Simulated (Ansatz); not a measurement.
# HNOSi: the cost of one run

Program: Ansatz 0.2.0, Gaussian basis. Level of theory: def2-QZVPP, core rule «outside noble gas», up to 7 orbitals frozen. These are calculated values, not measurements.

To be run: UHF; ROHF; CCSD(T) on UHF.

2 further runs of the same task are left out: 2 set aside as unsound or not needed.

## 1. What is computed

The geometry is a PBE0/def2-TZVP stationary point (not a proven minimum) of the parent state, kept for this charge and spin.

4 atoms, charge 1, spin multiplicity 4.

Atoms are counted from 1 here; the program's logs count them from 0.

Bond lengths: O1–N2 1.191 Å, N2–Si3 1.782 Å, Si3–H4 1.519 Å. Angles: O1–N2–Si3 136.4°, N2–Si3–H4 90.8°.

Geometry (Å):

```
atom   x (Å)    y (Å)    z (Å)
  O1  0.0000  -0.1443   1.6241
  N2  0.0000   0.3809   0.5556
 Si3  0.0000  -0.1540  -1.1441
  H4  0.0000   1.2884  -1.6213
```

## 2. UHF

Contents of in.yaml:

```yaml
crystal:
  periodic: [false, false, false]
  atoms:
    - {symbol: O, position_ang: [0.000000, -0.144299, 1.624079]}
    - {symbol: N, position_ang: [0.000000, 0.380867, 0.555568]}
    - {symbol: Si, position_ang: [0.000000, -0.153981, -1.144069]}
    - {symbol: H, position_ang: [0.000000, 1.288393, -1.621334]}
basis:
  gaussian: {orbitals: "def2-QZVPP.json"}
total_charge: 1
magnetization: {spin_polarized: true, initial_magnetization: 3}
hamiltonian: {xc: hf}
output: {orbitals: {seedname: orbitals}}
```

On the command line:

```sh
$ ansatz run in.yaml --threads 1 --pin off --events-out ev --progress --plain --max-ram 2393MiB
```

**Question.** How long does this run take on 1 thread of Arm Neoverse V1, shared host, and how much memory does it need?

About 27 s, with a peak of 0.5 GiB.
